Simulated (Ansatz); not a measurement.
Calculation: frozen-core CCSD(T)/cc-pVTZ run with Ansatz (a quantum-chemistry and plane-wave program).

Ansatz 0.2 input:
```yaml
crystal:
  periodic: [false, false, false]
  atoms:
    - { symbol: F, position_ang: [0.0, 0.0, 0.0] }
basis:
  gaussian: { orbitals: cc-pVTZ }
correlation:
  method: ccsd_t
magnetization:
  spin_polarized: true
  initial_magnetization: 1
```

Output:

```
Functional definition: HF
185 factors; integrals over basis functions are off by at most 2.5e-4 eV
mean field evaluation 1: about -2704.7552 eV, gradient 9.0e0 eV
mean field evaluation 2: about -2704.7557 eV, gradient 9.0e0 eV
mean field evaluation 4: about -2704.9590 eV, gradient 9.3e-1 eV
mean field evaluation 8: about -2704.9621 eV, gradient 9.1e-4 eV
mean field evaluation 16: about -2704.9621 eV, gradient 5.9e-2 eV
mean field evaluation 32: about -2704.9622 eV, gradient 3.7e-3 eV
mean field evaluation 64: about -2704.9618 eV, gradient 2.1e-1 eV
mean field -2704.96213149 eV, -99.4055248430 hartree, gradient 3.6e-6 eV, S^2 0.753414; 4 other end points of the search recorded, 0 dependent functions left out
1 core orbitals not correlated
reference -2704.96213149 eV, -99.4055248430 hartree; 4, 3 occupied and 25, 26 virtual orbitals, 185 factors
second order -5.43778377 eV of doubles, -0.00000000 eV of singles
cycle   1  -5.66481536 eV  change   -2.3e-1 eV  update   2.3e-2
cycle   2  -5.74147716 eV  change   -7.7e-2 eV  update   6.7e-3
cycle   3  -5.74859132 eV  change   -7.1e-3 eV  update   2.3e-3
cycle   4  -5.74777112 eV  change    8.2e-4 eV  update   8.4e-4
cycle   5  -5.74829468 eV  change   -5.2e-4 eV  update   2.0e-4
cycle   6  -5.74827830 eV  change    1.6e-5 eV  update   3.8e-5
cycle   7  -5.74828152 eV  change   -3.2e-6 eV  update   8.4e-6
perturbative correction -0.09769022 eV, -0.0035900495 hartree
Total energy: -2710.80810323 eV, -99.6203603419 hartree
```

Cost: around 1.3 core-seconds (rough).
